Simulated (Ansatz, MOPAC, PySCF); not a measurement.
Molecule: trimethyl amine, C3H9N (charge 0, singlet). SMILES: CN(C)C
Geometry: optimised at B3LYP-D3(BJ)/def2-TZVP (Ansatz, a quantum-chemistry and plane-wave program).

Unscaled harmonic wavenumbers (cm⁻¹) in rising order, each level at the stationary point that it reaches from this structure (no distance between atoms moves by over 0.3 Å); the order of modes can differ between levels, and a negative number is imaginary. B3LYP-D3(BJ)/def2-TZVP (PySCF, at the structure above): 254, 268, 269, 354, 424, 424, 836, 1060, 1060, 1071, 1122, 1122, 1208, 1307, 1307, 1443, 1443, 1482, 1482, 1484, 1490, 1501, 1511, 1511, 2897, 2897, 2912, 3055, 3055, 3059, 3095, 3100, 3100.

AM1 (MOPAC): 141, 162, 162, 364, 474, 474, 1075, 1078, 1078, 1104, 1130, 1130, 1173, 1375, 1375, 1376, 1377, 1377, 1383, 1424, 1424, 1486, 1515, 1515, 2988, 2988, 2988, 3023, 3026, 3026, 3104, 3106, 3106. Zero-point energy 75.1 against 75.2 kcal/mol; where all levels lie over 400 cm⁻¹, the wavenumbers are on average 1.014 times those of B3LYP-D3(BJ)/def2-TZVP.

PM3 (MOPAC): 140, 160, 160, 400, 434, 434, 912, 947, 969, 969, 978, 978, 1117, 1220, 1220, 1369, 1375, 1376, 1376, 1384, 1384, 1394, 1394, 1400, 3031, 3033, 3033, 3060, 3062, 3062, 3132, 3134, 3134. Zero-point energy 73.2 against 75.2 kcal/mol; where all levels lie over 400 cm⁻¹, the wavenumbers are on average 0.964 times those of B3LYP-D3(BJ)/def2-TZVP.

HF/3-21G (Ansatz): 269, 269, 278, 339, 448, 448, 838, 1124, 1124, 1171, 1234, 1234, 1323, 1416, 1416, 1602, 1602, 1641, 1665, 1665, 1676, 1685, 1693, 1693, 3107, 3107, 3118, 3222, 3222, 3231, 3258, 3266, 3266. Zero-point energy 81.0 against 75.2 kcal/mol; where all levels lie over 400 cm⁻¹, the wavenumbers are on average 1.082 times those of B3LYP-D3(BJ)/def2-TZVP.

B3LYP/6-31G* (Ansatz): 263, 272, 273, 351, 427, 427, 840, 1071, 1071, 1083, 1135, 1135, 1223, 1321, 1321, 1467, 1467, 1510, 1510, 1510, 1520, 1532, 1541, 1541, 2920, 2920, 2937, 3071, 3071, 3076, 3114, 3119, 3119. Zero-point energy 76.0 against 75.2 kcal/mol; where all levels lie over 400 cm⁻¹, the wavenumbers are on average 1.012 times those of B3LYP-D3(BJ)/def2-TZVP.
